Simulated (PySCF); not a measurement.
Molecule: C₂H₄, net charge 1, doublet state. SMILES of the parent species: C=C
Geometry from a B3LYP-D3(BJ)/def2-TZVP (Ansatz) optimisation:
```xyz
6

C      0.0110     0.0066     0.6937
C     -0.0110    -0.0066    -0.6937
H     -0.2087     0.9161     1.2520
H      0.2486    -0.8922     1.2619
H      0.2120     0.8913    -1.2692
H     -0.2520    -0.9152    -1.2447
```
Charge +1, spin multiplicity 2.

Dispersion corrections to the total energy (kcal/mol) from the dftd3 and dftd4 libraries through PySCF: D3(BJ) without and D4 with the three-body term, each with the damping fitted for the functional named.

```json
[
 {"functional": "B2GP-PLYP", "D3(BJ)": "-0.74", "D4": "[?]"},
 {"functional": "CAM-B3LYP", "D3(BJ)": "-0.98", "D4": "-0.65"},
 {"functional": "revPBE", "D3(BJ)": "-4.06", "D4": "-3.30"},
 {"functional": "PW6B95", "D3(BJ)": "[?]", "D4": "-0.75"},
 {"functional": "BLYP", "D3(BJ)": "[?]", "D4": "-1.94"},
 {"functional": "TPSSh", "D3(BJ)": "-1.59", "D4": "-1.01"},
 {"functional": "r2SCAN", "D3(BJ)": "-0.36", "D4": "-0.19"}
]
```

### Question
Fill in the missing entries.

### Answer

- B2GP-PLYP, D4: -0.32
- PW6B95, D3(BJ): -0.59
- BLYP, D3(BJ): -3.05
